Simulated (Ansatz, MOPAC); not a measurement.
Molecule: CH2Cl (charge -1, singlet). SMILES: Cl[CH2-]

Atoms: C1, Cl2, H3, H4. Bonds: C1-Cl2, C1-H3, C1-H4.

Bond lengths (Å) and angles (degrees) optimised at PM6 with MOPAC; HF/6-31G* with Ansatz (a quantum-chemistry and plane-wave program); B3LYP/LANL2DZ with Ansatz, each started from the B3LYP-D3(BJ)/def2-TZVP structure (Ansatz) of the last column. A row stands for all coordinates that are equal there. 6-31G* holds six Cartesian d functions. No wavenumbers were computed at B3LYP/LANL2DZ, so these may be saddle points.

| coordinate | PM6 | HF/6-31G* | B3LYP/LANL2DZ | B3LYP-D3(BJ)/def2-TZVP |
|---|---|---|---|---|
| C1-Cl2 | 1.753 | 2.158 | 2.143 | 1.981 |
| C1-H3 | 1.035 | 1.099 | 1.126 | 1.109 |
| Cl2-C1-H3 | 116.7 | 93.0 | 94.2 | 97.5 |
| H3-C1-H4 | 126.6 | 102.1 | 103.6 | 102.3 |

Mean signed difference of all 3 bond lengths from B3LYP-D3(BJ)/def2-TZVP: PM6 -0.125 Å, HF/6-31G* 0.052 Å, B3LYP/LANL2DZ 0.065 Å.
